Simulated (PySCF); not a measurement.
CH₂F₂, SMILES FCF (connectivity only; charge and spin as stated), charge +1, multiplicity 2. Atoms are numbered in the order given.

```xyz
5

F     -1.0869     0.0000     0.2725
C      0.0000     0.0000    -0.4053
F      1.0869     0.0000     0.2725
H      0.0000    -0.8244    -1.2363
H      0.0000     0.8244    -1.2363
```
Charge +1, spin multiplicity 2.

The structure is a stationary point at B3LYP-D3(BJ)/def2-TZVP. The multiplicity is an assumed one; other spin states were not compared.

The numbers are results of PySCF with PBE/def2-TZVPD, not measurements.

Mulliken values depend strongly on the basis, most of all with diffuse functions as here. Atomic charges (e):

| atom | meta-Löwdin | Mulliken | Mulliken spin |
|---|---|---|---|
| F1 | [?] | 0.05 | 0.20 |
| C2 | [?] | 0.35 | 0.21 |
| F3 | [?] | 0.05 | 0.20 |
| H4 | [?] | 0.28 | 0.20 |
| H5 | [?] | 0.28 | 0.20 |

Question: What belongs in the gaps? (Estimate from the structure and the level; the computed values follow.)

Answer: 
- F1, meta-Löwdin: -0.01
- C2, meta-Löwdin: 0.43
- F3, meta-Löwdin: -0.01
- H4, meta-Löwdin: 0.30
- H5, meta-Löwdin: 0.30
